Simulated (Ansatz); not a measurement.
# Molecular dynamics of C2H8NO

Input file:

```yaml
crystal:
  periodic: [false, false, false]
  atoms:
    - { symbol: H, position_ang: [0.3406, -0.7594, -0.7939] }
    - { symbol: C, position_ang: [1.0566, -0.1601, 0.2437] }
    - { symbol: O, position_ang: [0.1838, 0.1933, 1.2409] }
    - { symbol: C, position_ang: [-0.613, 1.3154, 0.9559] }
    - { symbol: "N", position_ang: [-0.4135, -1.3867, -1.7067] }
    - { symbol: H, position_ang: [1.7377, -0.9212, 0.6043] }
    - { symbol: H, position_ang: [1.5405, 0.6745, -0.2608] }
    - { symbol: H, position_ang: [-1.2438, 1.1314, 0.08] }
    - { symbol: H, position_ang: [-1.2388, 1.4898, 1.8294] }
    - { symbol: H, position_ang: [0.0046, 2.1995, 0.7701] }
    - { symbol: H, position_ang: [-1.325, -1.4482, -1.2579] }
    - { symbol: H, position_ang: [-0.0296, -2.3283, -1.705] }
magnetization:
  spin_polarized: true
  initial_magnetization: 1
basis:
  gaussian: { orbitals: "6-31G" }
hamiltonian:
  xc: b3lyp
md:
  timestep: 0.5
  n_steps: 150
  ensemble: nve
  temperature: 1000.0
  initial_velocities: maxwell_boltzmann
  seed: 337845
```

Command:

```bash
$ ansatz run input.yaml --threads 1 --pin off --max-ram 2048MiB --backend cpu --events-out ev --progress --plain --runs-dir out
```

It starts from a rough guess of a transition structure, not a stationary point.

Output, in part (one step line in 3, the closing report, with atoms numbered from 0):

```
md step     0: t =     0.00 fs  T =  1000.0 K  F+E_penalty+E_count = -5736.67227422 eV  E_kin = 1.292600 eV  conserved = -5735.37967424 eV  (27 SCF iters)
md step     3: t =     1.50 fs  T =   767.0 K  F+E_penalty+E_count = -5736.36682548 eV  E_kin = 0.991450 eV  conserved = -5735.37537516 eV  (32 SCF iters)
md step     6: t =     3.00 fs  T =   446.6 K  F+E_penalty+E_count = -5735.94920677 eV  E_kin = 0.577261 eV  conserved = -5735.37194555 eV  (32 SCF iters)
md step     9: t =     4.50 fs  T =   372.1 K  F+E_penalty+E_count = -5735.85506589 eV  E_kin = 0.481035 eV  conserved = -5735.37403098 eV  (32 SCF iters)
md step    12: t =     6.00 fs  T =   371.3 K  F+E_penalty+E_count = -5735.85464985 eV  E_kin = 0.479981 eV  conserved = -5735.37466879 eV  (32 SCF iters)
md step    15: t =     7.50 fs  T =   374.8 K  F+E_penalty+E_count = -5735.85731322 eV  E_kin = 0.484456 eV  conserved = -5735.37285751 eV  (31 SCF iters)
md step    18: t =     9.00 fs  T =   590.3 K  F+E_penalty+E_count = -5736.13460103 eV  E_kin = 0.763024 eV  conserved = -5735.37157682 eV  (33 SCF iters)
md step    21: t =    10.50 fs  T =  1037.7 K  F+E_penalty+E_count = -5736.72132271 eV  E_kin = 1.341372 eV  conserved = -5735.37995101 eV  (31 SCF iters)
md step    24: t =    12.00 fs  T =  1063.2 K  F+E_penalty+E_count = -5736.75274132 eV  E_kin = 1.374273 eV  conserved = -5735.37846823 eV  (32 SCF iters)
md step    27: t =    13.50 fs  T =   796.4 K  F+E_penalty+E_count = -5736.40198594 eV  E_kin = 1.029458 eV  conserved = -5735.37252761 eV  (32 SCF iters)
md step    30: t =    15.00 fs  T =   790.6 K  F+E_penalty+E_count = -5736.39715335 eV  E_kin = 1.021990 eV  conserved = -5735.37516302 eV  (32 SCF iters)
md step    33: t =    16.50 fs  T =   819.6 K  F+E_penalty+E_count = -5736.43761920 eV  E_kin = 1.059369 eV  conserved = -5735.37825068 eV  (32 SCF iters)
md step    36: t =    18.00 fs  T =   622.6 K  F+E_penalty+E_count = -5736.17822378 eV  E_kin = 0.804807 eV  conserved = -5735.37341682 eV  (32 SCF iters)
md step    39: t =    19.50 fs  T =   635.6 K  F+E_penalty+E_count = -5736.19326818 eV  E_kin = 0.821566 eV  conserved = -5735.37170189 eV  (31 SCF iters)
md step    42: t =    21.00 fs  T =   968.4 K  F+E_penalty+E_count = -5736.63282671 eV  E_kin = 1.251764 eV  conserved = -5735.38106251 eV  (30 SCF iters)
md step    45: t =    22.50 fs  T =   910.8 K  F+E_penalty+E_count = -5736.55265725 eV  E_kin = 1.177299 eV  conserved = -5735.37535864 eV  (31 SCF iters)
md step    48: t =    24.00 fs  T =   849.3 K  F+E_penalty+E_count = -5736.47305221 eV  E_kin = 1.097864 eV  conserved = -5735.37518866 eV  (31 SCF iters)
md step    51: t =    25.50 fs  T =   856.9 K  F+E_penalty+E_count = -5736.48573347 eV  E_kin = 1.107608 eV  conserved = -5735.37812565 eV  (31 SCF iters)
md step    54: t =    27.00 fs  T =   687.3 K  F+E_penalty+E_count = -5736.26019751 eV  E_kin = 0.888448 eV  conserved = -5735.37174955 eV  (27 SCF iters)
md step    57: t =    28.50 fs  T =   800.2 K  F+E_penalty+E_count = -5736.41003796 eV  E_kin = 1.034303 eV  conserved = -5735.37573485 eV  (31 SCF iters)
md step    60: t =    30.00 fs  T =   932.3 K  F+E_penalty+E_count = -5736.58215375 eV  E_kin = 1.205105 eV  conserved = -5735.37704871 eV  (30 SCF iters)
md step    63: t =    31.50 fs  T =   958.5 K  F+E_penalty+E_count = -5736.61373635 eV  E_kin = 1.239013 eV  conserved = -5735.37472312 eV  (30 SCF iters)
md step    66: t =    33.00 fs  T =  1059.9 K  F+E_penalty+E_count = -5736.74686518 eV  E_kin = 1.370024 eV  conserved = -5735.37684070 eV  (30 SCF iters)
md step    69: t =    34.50 fs  T =  1058.2 K  F+E_penalty+E_count = -5736.74698279 eV  E_kin = 1.367835 eV  conserved = -5735.37914768 eV  (29 SCF iters)
md step    72: t =    36.00 fs  T =   769.0 K  F+E_penalty+E_count = -5736.36781834 eV  E_kin = 0.994008 eV  conserved = -5735.37381018 eV  (31 SCF iters)
md step    75: t =    37.50 fs  T =   600.5 K  F+E_penalty+E_count = -5736.14836724 eV  E_kin = 0.776255 eV  conserved = -5735.37211242 eV  (30 SCF iters)
md step    78: t =    39.00 fs  T =   722.3 K  F+E_penalty+E_count = -5736.30952993 eV  E_kin = 0.933582 eV  conserved = -5735.37594800 eV  (30 SCF iters)
md step    81: t =    40.50 fs  T =   793.1 K  F+E_penalty+E_count = -5736.40255151 eV  E_kin = 1.025216 eV  conserved = -5735.37733594 eV  (30 SCF iters)
md step    84: t =    42.00 fs  T =   793.9 K  F+E_penalty+E_count = -5736.39889984 eV  E_kin = 1.026228 eV  conserved = -5735.37267191 eV  (30 SCF iters)
md step    87: t =    43.50 fs  T =  1045.6 K  F+E_penalty+E_count = -5736.73017254 eV  E_kin = 1.351571 eV  conserved = -5735.37860179 eV  (29 SCF iters)
md step    90: t =    45.00 fs  T =  1115.9 K  F+E_penalty+E_count = -5736.82092974 eV  E_kin = 1.442411 eV  conserved = -5735.37851858 eV  (29 SCF iters)
md step    93: t =    46.50 fs  T =   941.2 K  F+E_penalty+E_count = -5736.59047790 eV  E_kin = 1.216587 eV  conserved = -5735.37389113 eV  (30 SCF iters)
md step    96: t =    48.00 fs  T =   852.2 K  F+E_penalty+E_count = -5736.47659639 eV  E_kin = 1.101527 eV  conserved = -5735.37506951 eV  (29 SCF iters)
md step    99: t =    49.50 fs  T =   797.8 K  F+E_penalty+E_count = -5736.40604521 eV  E_kin = 1.031292 eV  conserved = -5735.37475309 eV  (29 SCF iters)
md step   102: t =    51.00 fs  T =   871.7 K  F+E_penalty+E_count = -5736.50031570 eV  E_kin = 1.126729 eV  conserved = -5735.37358686 eV  (30 SCF iters)
md step   105: t =    52.50 fs  T =  1058.9 K  F+E_penalty+E_count = -5736.74971270 eV  E_kin = 1.368751 eV  conserved = -5735.38096193 eV  (30 SCF iters)
md step   108: t =    54.00 fs  T =   957.7 K  F+E_penalty+E_count = -5736.60964726 eV  E_kin = 1.237955 eV  conserved = -5735.37169234 eV  (29 SCF iters)
md step   111: t =    55.50 fs  T =  1143.6 K  F+E_penalty+E_count = -5736.85590789 eV  E_kin = 1.478279 eV  conserved = -5735.37762914 eV  (28 SCF iters)
md step   114: t =    57.00 fs  T =  1195.0 K  F+E_penalty+E_count = -5736.92506897 eV  E_kin = 1.544676 eV  conserved = -5735.38039336 eV  (31 SCF iters)
md step   117: t =    58.50 fs  T =   809.6 K  F+E_penalty+E_count = -5736.41950410 eV  E_kin = 1.046532 eV  conserved = -5735.37297205 eV  (31 SCF iters)
md step   120: t =    60.00 fs  T =   687.6 K  F+E_penalty+E_count = -5736.25926536 eV  E_kin = 0.888742 eV  conserved = -5735.37052378 eV  (30 SCF iters)
md step   123: t =    61.50 fs  T =  1003.1 K  F+E_penalty+E_count = -5736.67616874 eV  E_kin = 1.296585 eV  conserved = -5735.37958332 eV  (31 SCF iters)
md step   126: t =    63.00 fs  T =   991.4 K  F+E_penalty+E_count = -5736.65984753 eV  E_kin = 1.281436 eV  conserved = -5735.37841141 eV  (30 SCF iters)
md step   129: t =    64.50 fs  T =   829.8 K  F+E_penalty+E_count = -5736.44184675 eV  E_kin = 1.072653 eV  conserved = -5735.36919358 eV  (30 SCF iters)
md step   132: t =    66.00 fs  T =  1182.3 K  F+E_penalty+E_count = -5736.90932159 eV  E_kin = 1.528251 eV  conserved = -5735.38107072 eV  (30 SCF iters)
md step   135: t =    67.50 fs  T =  1196.6 K  F+E_penalty+E_count = -5736.92635074 eV  E_kin = 1.546772 eV  conserved = -5735.37957842 eV  (30 SCF iters)
md step   138: t =    69.00 fs  T =   854.2 K  F+E_penalty+E_count = -5736.47587819 eV  E_kin = 1.104197 eV  conserved = -5735.37168109 eV  (30 SCF iters)
md step   141: t =    70.50 fs  T =   814.7 K  F+E_penalty+E_count = -5736.42737086 eV  E_kin = 1.053104 eV  conserved = -5735.37426705 eV  (32 SCF iters)
md step   144: t =    72.00 fs  T =   926.1 K  F+E_penalty+E_count = -5736.57315524 eV  E_kin = 1.197131 eV  conserved = -5735.37602397 eV  (31 SCF iters)
md step   147: t =    73.50 fs  T =   983.2 K  F+E_penalty+E_count = -5736.64892295 eV  E_kin = 1.270900 eV  conserved = -5735.37802303 eV  (30 SCF iters)
md step   150: t =    75.00 fs  T =   892.0 K  F+E_penalty+E_count = -5736.52688942 eV  E_kin = 1.152962 eV  conserved = -5735.37392698 eV  (27 SCF iters)
Total energy: -5736.52709548 eV, -210.8134824012 hartree
Atom 0 at    -0.629613    -0.934703    -2.953445 Å, force     0.203074    -2.067091     0.575623 eV/Å
Atom 1 at     1.167680    -0.027666     0.622334 Å, force    -0.863137     2.019956    -1.280670 eV/Å
Atom 2 at     0.250453     0.386138     1.547136 Å, force    -0.430686     0.411618     0.237234 eV/Å
Atom 3 at    -0.583955     1.446432     1.135493 Å, force     2.765953     2.525308     0.554587 eV/Å
Atom 4 at    -0.606798    -1.873179    -2.408825 Å, force    -0.141658     2.611565    -1.821082 eV/Å
Atom 5 at     1.597867    -0.753309     1.155921 Å, force     2.859097    -3.348255     0.866011 eV/Å
Atom 6 at     1.696325     0.735866     0.025405 Å, force    -0.219273    -0.417834     0.188503 eV/Å
Atom 7 at    -1.348702     1.088488     0.595726 Å, force    -3.606529    -1.373813    -1.540450 eV/Å
Atom 8 at    -0.799810     2.020263     2.006945 Å, force    -0.855296     0.312963     0.652659 eV/Å
Atom 9 at    -0.079456     2.140800     0.430685 Å, force     0.321636    -0.152656     0.277644 eV/Å
Atom 10 at    -1.044941    -1.619248    -1.553355 Å, force    -0.803891    -0.197930     1.336564 eV/Å
Atom 11 at     0.352971    -2.080141    -2.197296 Å, force     0.770711    -0.323830    -0.046620 eV/Å
Dipole moment:     0.174706     0.667323     0.119942 e Å
```

The run went to its last step. The conserved energy stayed within 0.9 meV per atom of its start (net change 0.48 meV per atom), so the integration is sound. A run of 0.075 ps of so small a system gives no equilibrium averages. Limits of this set-up: no polarisation functions.

The step under study would form H1–N5 and break H1–C2. These pairs go: H1–N5 1.34 → 1.09 Å, H1–C2 1.40 → 4.10 Å. In the last frame they stand as after the step (other bonds may differ from the relaxed reactants and products). It ends as C2H5O + H3N. Pairs count as bonded within 1.25 times the sum of covalent radii (0.12 Å more for H–H).

Last frame:

```xyz
12
Properties=species:S:1:pos:R:3
H -0.630 -0.935 -2.953
C 1.168 -0.028 0.622
O 0.251 0.386 1.547
C -0.584 1.446 1.135
N -0.607 -1.873 -2.409
H 1.598 -0.753 1.156
H 1.696 0.736 0.025
H -1.349 1.089 0.596
H -0.800 2.020 2.007
H -0.080 2.141 0.431
H -1.045 -1.619 -1.553
H 0.353 -2.080 -2.197
```

The run took 9 min on 1 thread of Arm Neoverse V1, on a shared host, peak memory 0.15 GiB.
